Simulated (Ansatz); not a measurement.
Consider the substitution at a C–C bond: `CC(C)CF` + HCl → `CC(Cl)CF` + CH₄.

Computed with Ansatz on PBE0-D4/def2-TZVP structures; ΔE is electronic, products minus reactants. CCSD(T)/CBS adds triple-zeta CCSD(T) − MP2 to the extrapolated MP2 energy (def2 sets, frozen cores). This one scheme is used for every species. DFT in def2-TZVPP. B3LYP here is the variant with VWN-RPA as its local correlation; programs differ in this. One conformer a species, not always the lowest.

Question: Is it downhill or uphill in electronic energy at CCSD(T)/CBS, and by how much? (An estimate is asked.)

Answer: Computed: Uphill: ΔE = +1.8 kcal/mol.

Question: What do these levels give: PBE-D4, PBE0-D4, r2SCANh-D4, BHLYP-D4, PBE-QIDH, PBE, r2SCAN, B3LYP, RPA@PBE/def2-TZVPP, MP2/def2-SVP, MP2/def2-TZVPP, MP2/CBS(def2)? (Best estimate.)

Answer: Ansatz gave: PBE-D4 0.5, PBE0-D4 1.4, r2SCANh-D4 0.9, BHLYP-D4 1.2, PBE-QIDH 1.9, PBE 0.3, r2SCAN 0.5, B3LYP 0.3, RPA@PBE/def2-TZVPP 2.6, MP2/def2-SVP 3.9, MP2/def2-TZVPP 2.1, MP2/CBS(def2) 1.4 kcal/mol.

Question: What do rigid-rotor, harmonic-oscillator terms from PBE0-D4/def2-TZVP frequencies (298.15 K, 1 bar) make of the CCSD(T)/CBS value? (Best estimate.)

Answer: The calculation gave: ΔZPE = +0.6 kcal/mol, ΔH = +2.5 kcal/mol, ΔS = 0 J/(mol·K), ΔG = +2.5 kcal/mol.

Largest T1 diagnostic among the species: 0.010.

Leaving LDA and LC-ωPBE aside and taking each functional with its dispersion term where it has one, the values, not all of them listed here, spread over 2.1 kcal/mol, from BLYP-D4 to PBE-QIDH. LDA lies +1.8 kcal/mol from PBE without D4. At CCSD(T), def2-SVP lies +2.3 kcal/mol from the extrapolated value and def2-TZVPP +0.7 kcal/mol. From BLYP to BHLYP (50 % exact exchange), in def2-TZVPP and without D4, ΔE moves by +1.9 kcal/mol.
